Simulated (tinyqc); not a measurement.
Inside a calculation. Method: Hueckel theory of the pi electrons, for the molecule c1ccoc1 (SMILES; centres numbered as the heavy atoms are written). One step of it, computed by the program tinyqc.

Task: Energy, charges, bond orders. E = sum n x; q_r = z_r - P_rr; bond order p = P_rs; free valence = sqrt(3) - sum of p over the bonds of the atom.

x values: 2.633325  1.314348  0.618034  -0.947674  -1.618034

occupations: 2.000000  2.000000  2.000000  0.000000  0.000000

charge and bond-order matrix P:
```
,1C,2C,3C,4O,5C
1C,1.089557,0.536770,-0.083317,-0.197524,0.811110
2C,0.536770,1.089557,0.811110,-0.197524,-0.083317
3C,-0.083317,0.811110,1.014854,0.384711,-0.432359
4O,-0.197524,-0.197524,0.384711,1.791178,0.384711
5C,0.811110,-0.083317,-0.432359,0.384711,1.014854
```

Centres:
```
centre,"z_r, pi electrons of the neutral centre",h
1C,1,0.000000
2C,1,0.000000
3C,1,0.000000
4O,2,2.000000
5C,1,0.000000
```

Bonds:
```
i,j,k
1,2,1
2,3,1
3,4,0.800000
4,5,0.800000
5,1,1
```

Give: pi energy = 6 alpha + this times beta; pi charges; Bond orders and lengths from R = 1.517 - 0.180 p; free valence of the carbons; gap between the highest filled and the next level.

Result:

pi energy = 6 alpha + this times beta = 9.1314

pi charges: 1C -0.0896, 2C -0.0896, 3C -0.0149, 4O 0.2088, 5C -0.0149

Bond orders and lengths from R = 1.517 - 0.180 p (angstrom, C-C alone):
```
bond,p,R
1-2,0.5368,1.4204
2-3,0.8111,1.3710
3-4,0.3847,-
4-5,0.3847,-
5-1,0.8111,1.3710
```

free valence of the carbons: 1C 0.3842, 2C 0.3842, 3C 0.5362, 5C 0.5362

gap between the highest filled and the next level = 1.5657 |beta|
